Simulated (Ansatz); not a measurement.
A made-up structure of AlBH$_{2}$Cl, doublet:

Al1  (-0.613, 0.415, -0.427)
B2  (2.046, -1.387, 1.428)
Cl3  (0.839, -0.568, 0.585)
H4  (-1.438, -0.406, -1.501)
H5  (-0.833, 1.946, -0.085)
(Å)

It is relaxed with PBE-D4/def2-SVP and then PBE0-D4/def2-TZVP (Ansatz 0.2.0). Atoms count as bonded within 1.22 times the sum of their covalent radii (H–H: 0.88 Å). The end point is not checked to be a true minimum.

Problem. Does its bonding change? (A judgement: the text doesn't fix the answer.)

Solution. Computed: Yes. Formed: Al1–B2; broken: Al1–Cl3.

Where it ends: The first stage lowers the energy by 3.72 eV in 35 steps. It ends as AlBH₂Cl ([AlH2][B][Cl]):
```
5
angstrom
Al -0.7562 0.3303 -0.2248
B 1.0344 -0.4517 0.3077
Cl 2.5237 -1.1023 0.7502
H -1.7038 -0.5641 -1.1247
H -1.0981 1.7878 0.2917
```

Labels in which every atom is bracketed show which atoms are joined, not bond orders.

For scale, one of the runs: PBE0-D4/def2-TZVP relaxation, 117 basis functions, launched by `ansatz run in.yaml --threads 2 --pin off --events-out ev --progress --plain --max-ram 4352MiB`. The run took about 23 s on 2 CPU threads of an Intel Xeon Platinum 8175M (shared host).
